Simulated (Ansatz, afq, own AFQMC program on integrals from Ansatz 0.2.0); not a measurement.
# AlSiH2, doublet → AlSiH2, quartet

```yaml
atoms:
  - { symbol: Si, position_ang: [0.0000, 0.0000, 1.2743] }
  - { symbol: Al, position_ang: [0.0000, 0.0000, -1.1788] }
  - { symbol: H, position_ang: [0.0000, -1.3806, -1.9769] }
  - { symbol: H, position_ang: [0.0000, 1.3806, -1.9769] }
```

Connectivity, by distances: Si–AlH2.

E(quartet, charge +0) − E(doublet, charge +0) at this geometry, on ROHF and UHF determinants.

Basis cc-pVTZ. Only valence electrons are correlated. AFQMC by an in-house program on the Cholesky factors that Ansatz 0.2.0 writes for its CCSD(T) run. ph-AFQMC/CISD is guided by a CISD state made of CCSD amplitudes; releasing the constraint for a short imaginary time cuts its bias at the price of noise, slowly where states lie close. Error bars are statistical, one sigma. The errors of all members are added in quadrature.

No full CI on the walks' own integrals is used here; CCSDT(Q) serves as the reference and is uncertain by about the last step of the cluster series. Each member takes its own surest rung, up to full CI.

Errors are counted within cc-pVTZ, not against nature.

Cautions: AlSiH₂ (doublet): a spin-contaminated unrestricted determinant lies lower (UHF 260 meV lower, ⟨S²⟩ 1.32), the released energies are still falling, so no released level is given (meV from the phaseless value at times in 1/Eh: 2 ± 11 at 0.24, -14 ± 4 at 0.51, -32 ± 15 at 0.99, -33 ± 6 at 1.62, -35 ± 5 at 2.40), though the last usable value meets CCSDT(Q) within the noise, its ph-AFQMC/CISD value lies 26 ± 5 meV above CCSDT(Q); AlSiH₂ (quartet): another spin lies lower; core correlation is missing, and it shifts such a gap most where an s electron is promoted.

Reference (CCSDT(Q)): 0.346 eV.

```
        level  vertical spin gap (eV)  error against CCSDT(Q) (eV)
           HF                  -0.169                       -0.515
          MP2                   0.212                       -0.134
         CCSD                   0.349                        0.003
      CCSD(T)                   0.347                        0.001
        CCSDT                   0.347                        0.001
  ph-AFQMC/HF           0.254 ± 0.034               -0.092 ± 0.034
ph-AFQMC/CISD           0.329 ± 0.007               -0.017 ± 0.007
```

Correlation beyond CCSD(T) changes it by less than 2 meV. The perturbative (T) step is worth −0.002 eV.

A walk keeps the symmetry of its determinant, which the program's search chose and which needn't be the lowest solution, so a lower state of the same spin and another symmetry isn't excluded.
